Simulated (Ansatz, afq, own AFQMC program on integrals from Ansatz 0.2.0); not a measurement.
Pd, singlet → Pd⁺, doublet

A free Pd atom.

E(doublet, charge +1) − E(singlet, charge +0) at this geometry, on RHF and UHF determinants.

Basis def2-TZVP with its core potentials. Only valence electrons are correlated. AFQMC by an in-house program on the Cholesky factors that Ansatz 0.2.0 writes for its CCSD(T) run. ph-AFQMC/CISD is guided by a CISD state made of CCSD amplitudes; releasing the constraint for a short imaginary time cuts its bias at the price of noise, slowly where states lie close. Error bars are statistical, one sigma. No spin–orbit coupling. The metal's outer-core s and p shells are frozen, which shifts wave-function levels against functionals. The errors of all members are added in quadrature.

No full CI on the walks' own integrals is used here; CCSDT(Q) serves as the reference and is uncertain by about the last step of the cluster series. Each member takes its own surest rung, up to full CI.

Errors are counted within def2-TZVP, not against nature.

Cautions: no spin-orbit coupling; outer-core shells of the metal frozen; Pd (singlet): the released energies move by 1.5 errors or more from one time to the next, so no released level is given (meV from the phaseless value at times in 1/Eh: -33 ± 4 at 0.60, -33 ± 4 at 1.20, -18 ± 4 at 2.00, -16 ± 10 at 3.00, 21 ± 22 at 4.20), its ph-AFQMC/CISD value lies 38.1 ± 1.8 meV below CCSDTQ; Pd⁺ (doublet): CCSDT(Q) on the ROHF determinant differs (57 meV higher), by its state or its frozen core.

| level | vertical ionization energy (kJ/mol) |
| --- | --- |
| MP2 | 770.1 |
| CCSD | 735.8 |

Problem. From these cheaper values, estimate the vertical ionization energy at the reference level in def2-TZVP.

Solution. 745.7 kJ/mol (CCSDT(Q) in def2-TZVP).

```json
{"level": "HF", "vertical ionization energy (kJ/mol)": "606.0", "error against CCSDT(Q) (kJ/mol)": "-139.7"}
{"level": "CCSD(T)", "vertical ionization energy (kJ/mol)": "746.0", "error against CCSDT(Q) (kJ/mol)": "0.3"}
{"level": "CCSDT", "vertical ionization energy (kJ/mol)": "745.1", "error against CCSDT(Q) (kJ/mol)": "-0.6"}
{"level": "ph-AFQMC/CISD", "vertical ionization energy (kJ/mol)": "750.0 ± 0.2", "error against CCSDT(Q) (kJ/mol)": "4.3 ± 0.2"}
```

Correlation beyond CCSD(T) takes off 0.3 kJ/mol. The perturbative (T) step is worth +10.2 kJ/mol.

A walk keeps the symmetry of its determinant, which the program's search chose and which needn't be the lowest solution, so a lower state of the same spin and another symmetry isn't excluded.
